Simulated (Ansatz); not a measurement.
# CH₂Al (doublet): the correlation ladder, cc-pVTZ

The task here is to estimate one member of a computed series from the others.

The runs use Ansatz 0.2.0, Gaussian basis; cc-pVTZ, core rule «outside noble gas», up to 6 orbitals frozen.

Plan: UHF; CCSD(T) on ROHF; CCSD(T) on UHF; BCCD(T) on ROHF; CCSDT(Q) on ROHF; CCSDT(Q) on UHF; CASSCF and MRCISD+Q, 9 electrons in 10 orbitals; CASSCF and NEVPT2, 9 electrons in 10 orbitals.

10 further runs of the same task are left out: 5 for a known fault of the program, 5 set aside as unsound or not needed.

### What is computed

The geometry is a PBE0/def2-TZVP stationary point (not a proven minimum).

4 atoms, charge 0, spin multiplicity 2.

Atoms are counted from 1 here; the program's logs count them from 0.

Bond lengths: Al1–C2 1.971 Å, C2–H3 1.094 Å, C2–H4 1.094 Å. Angles: Al1–C2–H3 125.0°, Al1–C2–H4 125.0°, H3–C2–H4 109.9°.

Coordinates:

```
Al    0.0000    0.0000    0.7050
C     0.0000    0.0000   -1.2658
H     0.0000   -0.8961   -1.8941
H     0.0000    0.8961   -1.8941
```

Set-up of the first run:

The input, in.yaml:

```yaml
crystal:
  periodic: [false, false, false]
  atoms:
    - {symbol: Al, position_ang: [0.000000, 0.000000, 0.704959]}
    - {symbol: C, position_ang: [0.000000, 0.000000, -1.265754]}
    - {symbol: H, position_ang: [0.000000, -0.896128, -1.894102]}
    - {symbol: H, position_ang: [0.000000, 0.896128, -1.894102]}
basis:
  gaussian: {orbitals: cc-pVTZ}
magnetization: {spin_polarized: true, initial_magnetization: 1}
hamiltonian: {xc: hf}
output: {orbitals: {seedname: orbitals}}
```

Command:

```
$ ansatz run in.yaml --threads 1 --pin off --events-out ev --progress --plain --max-ram 2816MiB --backend cpu
```

Steps of the session up to this table: UHF; CCSD(T) on ROHF; CCSD(T) on UHF; BCCD(T) on ROHF; CCSDT(Q) on ROHF; CCSDT(Q) on UHF; CASSCF and MRCISD+Q, 9 electrons in 10 orbitals; CASSCF and NEVPT2, 9 electrons in 10 orbitals.

One of the session's tables, all rows but one given; the rest of the session is left out.

| method | from UCCSDT(Q) (kcal/mol) |
| --- | --- |
| ROHF | +151.90 |
| UHF | +149.36 |
| RMP2 | +24.32 |
| UMP2 | +24.65 |
| RCCSD | +5.82 |
| UCCSD | +5.76 |
| RCCSD(T) | +0.77 |
| UCCSD(T) | +0.77 |
| BCCD(T) | +0.76 |
| RCCSDT | +0.24 |
| UCCSDT | +0.23 |
| RCCSDT(Q) | ? |
| UCCSDT(Q) | 0 |
| CASSCF valence | +94.20 |
| NEVPT2 valence | +22.21 |
| MRCISD valence | +6.42 |
| MRCISD+Q valence | +1.17 |

Q: Estimate the row for RCCSDT(Q) from the others.

As computed: from UCCSDT(Q) (kcal/mol): +0.02. In the column «from UCCSDT(Q) (kcal/mol)» it lies between UCCSDT(Q) (0) and UCCSDT (+0.23).

Some runs used a GPU and others CPU threads alone; cost is compared among the GPU runs only.

Among the levels timed on like hardware and quicker than the yardstick, those that no quicker one beats, quickest first: NEVPT2 valence (6.5 s, +22.21 kcal/mol); MRCISD+Q valence (13 s, +1.17 kcal/mol); BCCD(T) (17 s, +0.76 kcal/mol); RCCSDT(Q) (38 s, +0.02 kcal/mol).

To keep in mind: Of the multireference levels listed MRCISD+Q valence comes nearest in total energy (+1.17 kcal/mol), which doesn't show that its space is the better one. Restricted and unrestricted rows rest on different reference determinants; where their highest levels disagree by more than a few hundredths of an eV, they describe different states and don't form one ladder.
